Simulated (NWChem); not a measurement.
**AlNH6 (Al(NH3)H3): levels of theory compared**

Wanted: a comparison of 3 runs (HF/STO-3G, HF/3-21G, B3LYP/6-31G*) of AlNH6 (Al(NH3)H3). 

Program for the calculation: NWChem 7.3.0.

### Step 1. The structure to begin with

AlNH6: 8 atoms, total charge 0, spin state singlet. SMILES: `[H][Al]([H])([H])<-[NH3]`. The shape comes from GFN2-xTB, which is rough for such elements, and wasn't checked as a minimum.

Bond lengths: Al1–N2 2.053 Å, N2–H3 1.017 Å, N2–H4 1.018 Å, N2–H5 1.018 Å, Al1–H6 1.570 Å, Al1–H7 1.570 Å, Al1–H8 1.571 Å. Some angles: Al1–N2–H3 110.9°, Al1–N2–H4 110.3°, Al1–N2–H5 110.8°, N2–Al1–H6 97.7°, N2–Al1–H7 97.7°, N2–Al1–H8 97.9°, H3–N2–H4 108.2°, H3–N2–H5 108.3°, H4–N2–H5 108.2°, H6–Al1–H7 118.1°.

### Step 2. Energy and gradient at HF/STO-3G (run 1)

test.nw reads:

```
START test
TITLE "AlH6N hf"
memory stack 880 mb heap 220 mb global 1100 mb
charge 0

GEOMETRY units atomic noautosym nocenter noautoz
  Al -0.00606602  0.00623610 -2.04394667
  N   0.00249444 -0.00959981  1.83537760
  H  -1.79096904  0.05982873  2.52505205
  H   0.96374143  1.51501233  2.50708075
  H   0.84843034 -1.59963427  2.51002873
  H   2.93370532 -0.04767779 -2.44645834
  H  -1.42445666  2.58418158 -2.42788233
  H  -1.52686091 -2.50832797 -2.45925178
END

BASIS spherical bse
  * library STO-3G
END

SCF
  thresh 1e-08
  maxiter 80
  print low
END

TASK scf gradient
```

Command:

```bash
$ nwchem test.nw > test.out
```

The program printed:

```text
[...]
  functions       =    20
[...]
  wavefunction    = RHF
[...]
         Total SCF energy =   -296.234602481806
      One-electron energy =   -536.662720413178
      Two-electron energy =    177.843169060826
 Nuclear repulsion energy =     62.584948870546
        Time for solution =      0.5s
[...]
                         RHF ENERGY GRADIENTS
    atom               coordinates                        gradient
                 x          y          z           x          y          z
   1 Al     -0.006066   0.006236  -2.043947   -0.000002   0.000060  -0.001714
   2 N       0.002494  -0.009600   1.835378   -0.000330  -0.000436   0.034467
   3 H      -1.790969   0.059829   2.525052    0.010030  -0.000187  -0.007997
   4 H       0.963741   1.515012   2.507081   -0.005219  -0.008121  -0.007964
   5 H       0.848430  -1.599634   2.510029   -0.004513   0.008639  -0.007881
   6 H       2.933705  -0.047678  -2.446458    0.037998  -0.000650  -0.002968
   7 H      -1.424457   2.584182  -2.427882   -0.018273   0.033266  -0.002733
   8 H      -1.526861  -2.508328  -2.459252   -0.019692  -0.032571  -0.003211
 Task  times  cpu:        0.6s     wall:        0.6s
 Total times  cpu:        0.6s     wall:        0.6s
```

It took 1.1 s on 1 thread of Intel Xeon Platinum 8375C at 2.90GHz (Ice Lake), shared host; peak memory 0.099 GiB.

### Step 3. Energy and forces at HF/3-21G (run 2)

run.py reads:

```python
from ase import Atoms
from ase.calculators.nwchem import NWChem

mol = Atoms('AlNHHHHHH', positions=[
    [-0.003210, 0.003300, -1.081610],
    [0.001320, -0.005080, 0.971240],
    [-0.947740, 0.031660, 1.336200],
    [0.509990, 0.801710, 1.326690],
    [0.448970, -0.846490, 1.328250],
    [1.552450, -0.025230, -1.294610],
    [-0.753790, 1.367490, -1.284780],
    [-0.807980, -1.327350, -1.301380],
])

calc = NWChem(
    label='mol',
    theory='scf',
    memory='2200 mb',
    basis='3-21G',
    basispar='spherical bse',
    scf={'nopen': '0', 'rhf': None, 'thresh': '1e-08', 'maxiter': '80'},
)
mol.calc = calc

forces = mol.get_forces()
print(f"energy = {mol.get_potential_energy():.6f} eV")
print("forces (eV/A):")
for s, f in zip(mol.symbols, forces):
    print(f"{s:2s} {f[0]:10.5f} {f[1]:10.5f} {f[2]:10.5f}")
print("dipole (e A):", mol.get_dipole_moment().round(4))
```

Command:

```bash
$ export ASE_NWCHEM_COMMAND="nwchem PREFIX.nwi > PREFIX.nwo"
$ python run.py
```

The program printed:

```text
energy = -8115.029776 eV
forces (eV/A):
Al   -0.00406   -0.01332    0.72109
N     0.02335    0.01779    0.69322
H     0.20183   -0.01733   -0.20924
H    -0.11462   -0.18605   -0.19905
H    -0.10660    0.18970   -0.20780
H     0.69944   -0.01363   -0.26724
H    -0.33939    0.61681   -0.26282
H    -0.35995   -0.59398   -0.26817
dipole (e A): [ 0.0032 -0.0042  1.1873]
```

The calculator wrote mol.nwi:

```
title "mol"

permanent_dir mol

scratch_dir mol

start mol

geometry units angstrom nocenter noautosym noautoz
  Al -3.2100000000000002e-03 3.3000000000000000e-03 -1.0816100000000000e+00
  N  1.3200000000000000e-03 -5.0800000000000003e-03 9.7123999999999999e-01
  H  -9.4774000000000003e-01 3.1660000000000001e-02 1.3362000000000001e+00
  H  5.0999000000000005e-01 8.0171000000000003e-01 1.3266899999999999e+00
  H  4.4896999999999998e-01 -8.4648999999999996e-01 1.3282499999999999e+00
  H  1.5524500000000001e+00 -2.5229999999999999e-02 -1.2946100000000000e+00
  H  -7.5378999999999996e-01 1.3674900000000001e+00 -1.2847800000000000e+00
  H  -8.0798000000000003e-01 -1.3273500000000000e+00 -1.3013800000000000e+00
end

memory 2200 mb

basis spherical bse noprint
   * library 3-21G
end

scf
  nopen 0
  rhf
  thresh 1e-08
  maxiter 80
end

task scf gradient
```

mol.nwo:

```text
Northwest Computational Chemistry Package (NWChem) 7.3.0
             --------------------------------------------------------

           Job information
           ---------------

    nwchem branch   = 7.3.0
    use scalapack   = T
    input           = mol.nwi
    prefix          = mol.
    data base       = mol/mol.db
    status          = startup
    nproc           =        1

           Memory information
           ------------------

[... 5 lines left out ...]
    hardfail = no
[... 135 lines left out ...]
         Quadratically convergent ROHF
[... 14 lines left out ...]
       Final RHF  results
[... 4 lines left out ...]
      Two-electron energy =    176.322877213176
[... 32 lines left out ...]
                       ROHF Final Molecular Orbital Analysis
[... 226 lines left out ...]
                 ----------------------------------------
                 |  Time  |  1-e(secs)   |  2-e(secs)   |
                 ----------------------------------------
                 |  CPU   |       0.00   |       0.13   |
                 ----------------------------------------
                 |  WALL  |       0.00   |       0.13   |
                 ----------------------------------------

 Task  times  cpu:        0.7s     wall:        0.7s
 Total times  cpu:        0.7s     wall:        0.7s
```

Wall time 1.6 s (1 thread of Intel Xeon Platinum 8375C at 2.90GHz (Ice Lake), shared host); peak memory 0.099 GiB.

### Step 4. Energy and gradient at B3LYP/6-31G(d) (Cartesian functions) (run 3)

work.nw reads:

```
start work
title "AlH6N B3LYP"
memory 2200 mb

geometry units angstroms noautosym nocenter noautoz
  Al      -0.003210       0.003300      -1.081610
  N        0.001320      -0.005080       0.971240
  H       -0.947740       0.031660       1.336200
  H        0.509990       0.801710       1.326690
  H        0.448970      -0.846490       1.328250
  H        1.552450      -0.025230      -1.294610
  H       -0.753790       1.367490      -1.284780
  H       -0.807980      -1.327350      -1.301380
end

basis "ao basis" cartesian
  Al library 6-31G*
  N library 6-31G*
  H library 6-31G*
end

dft
  xc b3lyp
  mult 1
  grid xfine
  convergence energy 1e-08
  maxiter 100
  mulliken
  print low
end

task dft gradient
```

Command:

```bash
$ nwchem work.nw > work.out
```

The program printed:

```text
[...]
 d= 0,ls=0.0,diis     1   -300.7782666821 -3.63D+02  1.00D-02  2.29D-01     1.9
[...]
 d= 0,ls=0.0,diis     8   -300.8023490304 -3.87D-11  6.91D-08  3.93D-12    12.1
         Total DFT energy =     -300.802349030412
      One electron energy =     -539.289108601390
           Coulomb energy =      203.728268684507
    Exchange-Corr. energy =      -27.826462474793
 Nuclear repulsion energy =       62.584953361264
[...]
                         DFT ENERGY GRADIENTS
    atom               coordinates                        gradient
                 x          y          z           x          y          z
   1 Al     -0.006066   0.006236  -2.043947    0.000078   0.000173  -0.002762
   2 N       0.002494  -0.009600   1.835377   -0.000338  -0.000261  -0.001566
   3 H      -1.790969   0.059829   2.525052    0.001481   0.000091  -0.001816
   4 H       0.963741   1.515012   2.507081   -0.000675  -0.000982  -0.001876
   5 H       0.848430  -1.599634   2.510029   -0.000541   0.001115  -0.001785
   6 H       2.933705  -0.047678  -2.446458   -0.009122   0.000191   0.003282
   7 H      -1.424457   2.584181  -2.427882    0.004432  -0.008055   0.003227
   8 H      -1.526861  -2.508328  -2.459252    0.004686   0.007728   0.003296
 Task  times  cpu:       14.9s     wall:       14.9s
 Total times  cpu:       15.0s     wall:       15.0s
```

Run time: 16 s. Hardware: 1 thread of Intel Xeon Platinum 8375C at 2.90GHz (Ice Lake), shared host; peak memory 0.14 GiB.

### Step 5. All runs side by side

```
run                               level  Cartesian functions  iteration cap  energy (Eh)  largest force (eV/Å)  wall time
  1                           HF/STO-3G                   no             80  -296.234602                 1.964      1.1 s
  2                            HF/3-21G                   no             80  -298.221846                 0.751      1.6 s
  3  B3LYP/6-31G* (Cartesian functions)                  yes            100  -300.802349                 0.501       16 s
```

### Step 6. Outcome

| quantity | value |
| --- | --- |
| run 3: total energy | -300.80235 Eh |
| run 3: largest force on an atom | 0.501 eV/Å |

What this shows: In run 1 the basis is minimal, so the values are rough. All runs together took 18 s, the longest 16 s.
